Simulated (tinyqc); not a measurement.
Worked calculation: extended Hueckel theory, for NH3. One step of it, computed by the program tinyqc.

Question. Mulliken analysis. P = C n C^T; charge = valence electrons (N 5, H 1) minus the sum of (P S)_ii on the atom; overlap population = 2 sum P_ij S_ij between two atoms.

coefficients:
```
             MO1        MO2        MO3        MO4        MO5        MO6        MO7
1N 2s   0.751815   0.000101   0.000000   0.134214   0.001245   0.000000   1.273263
1N 2px  0.000031   0.628719   0.000000  -0.000062   1.054590   0.000000  -0.001770
1N 2py  0.000000   0.000000   0.628852   0.000000   0.000000   1.054577   0.000000
1N 2pz  0.016795   0.000058   0.000000   0.976265  -0.000335   0.000000  -0.347475
2H 1s   0.154214   0.444593   0.000000  -0.054012  -1.011949   0.000000  -0.729602
3H 1s   0.154321  -0.222212   0.384932  -0.053962   0.504676  -0.875901  -0.732108
4H 1s   0.154321  -0.222212  -0.384932  -0.053962   0.504676   0.875901  -0.732108
```

occupations: 2.000000  2.000000  2.000000  2.000000  0.000000  0.000000  0.000000

overlap S:
```
           1N 2s     1N 2px     1N 2py     1N 2pz      2H 1s      3H 1s      4H 1s
1N 2s   1.000000   0.000000   0.000000   0.000000   0.488005   0.488310   0.488310
1N 2px  0.000000   1.000000   0.000000   0.000000   0.429849  -0.215113  -0.215113
1N 2py  0.000000   0.000000   1.000000   0.000000   0.000000   0.372328  -0.372328
1N 2pz  0.000000   0.000000   0.000000   1.000000  -0.121034  -0.121140  -0.121140
2H 1s   0.488005   0.429849   0.000000  -0.121034   1.000000   0.176274   0.176274
3H 1s   0.488310  -0.215113   0.372328  -0.121140   0.176274   1.000000   0.176520
4H 1s   0.488310  -0.215113  -0.372328  -0.121140   0.176274   0.176520   1.000000
```

Give: charges; Overlap populations.

Answer.

charges: 1N -0.7307, 2H 0.2435, 3H 0.2436, 4H 0.2436

Overlap populations:
```
pair      value
2-1    0.717145
3-1    0.717420
3-2   -0.050824
4-1    0.717420
4-2   -0.050824
4-3   -0.050886
```
